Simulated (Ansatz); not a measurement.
# AlH2+ (triplet): wave-function methods side by side, aug-cc-pVTZ

Aim: climb from Hartree-Fock through coupled cluster and multireference methods for AlH2+ (triplet) at one geometry and basis, and see what each rung misses.

The runs use Ansatz 0.2.0, Gaussian basis; aug-cc-pVTZ, core rule «outside noble gas», up to 5 orbitals frozen.

Plan: UHF; CCSD(T) on ROHF; CCSD(T) on UHF; BCCD(T) on ROHF; CCSDT(Q) on ROHF; CCSDT(Q) on UHF; CASSCF and MRCISD+Q, 4 electrons in 6 orbitals; CASSCF and NEVPT2, 4 electrons in 6 orbitals; Full CI.

24 further runs of the same task are left out: 5 for a known fault of the program, 7 that didn't finish, 12 set aside as unsound or not needed.

## (1) The system

The geometry is a PBE0/def2-TZVP stationary point (not a proven minimum).

3 atoms, charge 1, spin multiplicity 3.

Atoms are counted from 1 here; the program's logs count them from 0.

Bond lengths: Al1–H2 1.722 Å, Al1–H3 1.722 Å. Angles: H2–Al1–H3 63.0°.

## (2) UHF

in.yaml

```yaml
crystal:
  periodic: [false, false, false]
  atoms:
    - {symbol: Al, position_ang: [0.000000, 0.000000, -0.102095]}
    - {symbol: H, position_ang: [0.000000, 0.899579, 1.366496]}
    - {symbol: H, position_ang: [0.000000, -0.899579, 1.366496]}
basis:
  gaussian: {orbitals: aug-cc-pVTZ}
total_charge: 1
magnetization: {spin_polarized: true, initial_magnetization: 2}
hamiltonian: {xc: hf}
output: {orbitals: {seedname: orbitals}}
```

The run is started by

```bash
$ ansatz run in.yaml --threads 1 --pin off --events-out ev --progress --plain --max-ram 2393MiB
```

The runs that follow: CCSD(T) on ROHF; CCSD(T) on UHF; BCCD(T) on ROHF; CCSDT(Q) on ROHF; CCSDT(Q) on UHF; CASSCF and MRCISD+Q, 4 electrons in 6 orbitals; CASSCF and NEVPT2, 4 electrons in 6 orbitals; Full CI.

**Question.** What will the summary of the whole plan be? Wanted: FCI below the RHF energy; RMP2 from FCI; UMP2 from FCI; RCCSD from FCI; RCCSD(T) from FCI; UCCSD(T) from FCI; RCCSDT(Q) from FCI; UCCSDT(Q) from FCI; NEVPT2 valence from FCI.

The runs gave:

| quantity | value |
| --- | --- |
| FCI below the RHF energy | -1.9335 eV |
| RMP2 from FCI | +44.6 kJ/mol |
| UMP2 from FCI | +47.2 kJ/mol |
| RCCSD from FCI | +5.5 kJ/mol |
| RCCSD(T) from FCI | +1.3 kJ/mol |
| UCCSD(T) from FCI | +1.2 kJ/mol |
| RCCSDT(Q) from FCI | 0.0 kJ/mol |
| UCCSDT(Q) from FCI | -0.1 kJ/mol |
| NEVPT2 valence from FCI | +23.6 kJ/mol |
| MRCISD+Q valence from FCI | +0.3 kJ/mol |
| levels within 1 kcal/mol (43 meV) | RCCSD(T), UCCSD(T), BCCD(T), RCCSDT, UCCSDT, RCCSDT(Q), UCCSDT(Q), MRCISD valence, MRCISD+Q valence |
| T1 diagnostic | 0.035 |
| effectively unpaired electrons | 2.03 |

In words: RCCSD(T) lands +1.3 kJ/mol from the yardstick (0.7 % of the correlation energy). One determinant dominates. Of the multireference levels listed MRCISD+Q valence comes nearest in total energy (+0.3 kJ/mol), which doesn't show that its space is the better one. These misses are within one basis, not against nature; the frozen cores of restricted and unrestricted runs differ, which can shift their rows.
